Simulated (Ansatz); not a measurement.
1,3-hydrogen shift

Start structure (CH$_{2}$OS, closed shell), relaxed at PBE0-D4/def2-TZVP:

```
5
angstrom
H -0.5017 -1.6338 -0.3540
S 0.6004 -0.9243 -0.6539
C 0.0584 0.5409 0.1724
H 0.8181 1.3389 0.0815
O -0.9753 0.6784 0.7539
```

The step: CH₂OS ([O][CH][SH]) → CH₂OS ([OH][CH][S]); bonds formed: H1–O5; bonds broken: H1–S2. Program: Ansatz 0.2.0. Basis: def2-TZVPP and def2-QZVPP. Cores are frozen in the correlated methods. Extrapolation: Hartree–Fock as exp(−7.88 √X), correlation as X^−2.97. Energies below are by CCSD(T) at an estimated basis limit (MP2 extrapolated from triple and quadruple zeta, plus CCSD(T) − MP2 in triple zeta).

(1) What are the electronic barrier and the energy of the step, from the start structure to the end structure? (An estimate is asked for; the value comes from the calculation.)

T1 diagnostic: at most 0.023.

Results:

(1) By the calculation: Barrier 1.371 eV; step energy 0.028 eV (uphill); reverse barrier, their difference, 1.343 eV. Barrier and step energy count from the start structure, the reverse barrier from the end structure.

The saddle point: One imaginary mode of 1711i cm⁻¹.
```json
{"pair": "H1–O5", "start (Å)": "2.61", "saddle (Å)": "1.35", "end (Å)": "0.97"}
{"pair": "H1–S2", "start (Å)": "1.34", "saddle (Å)": "1.65", "end (Å)": "2.60"}
```

Zero-point energy (harmonic, PBE0-D4): ZPE is 0.764 eV at the start and 0.703 eV at the saddle, so the barrier goes from 1.371 to 1.309 eV.

First-order rate constant out of the start structure at 498 K by transition-state theory, with harmonic vibrational free energies alone and no tunnelling: ΔA‡ = 1.334 eV, so k = (kB T/h) exp(−ΔA‡/kB T) ≈ 10^0 s⁻¹ (an order of magnitude at best: rotation, the number of equivalent paths and anharmonicity are left out).

Labels in which every atom is bracketed show which atoms are joined, not bond orders.

For scale, one of the runs: CCSD(T)/def2-TZVPP, 132 basis functions, launched by `ansatz run in.yaml --threads 2 --pin off --events-out ev --progress --plain --max-ram 4352MiB`. The run took 9 s on 2 CPU threads of an Arm Neoverse V1 (shared host), with 0.66 GiB of host memory at its peak.
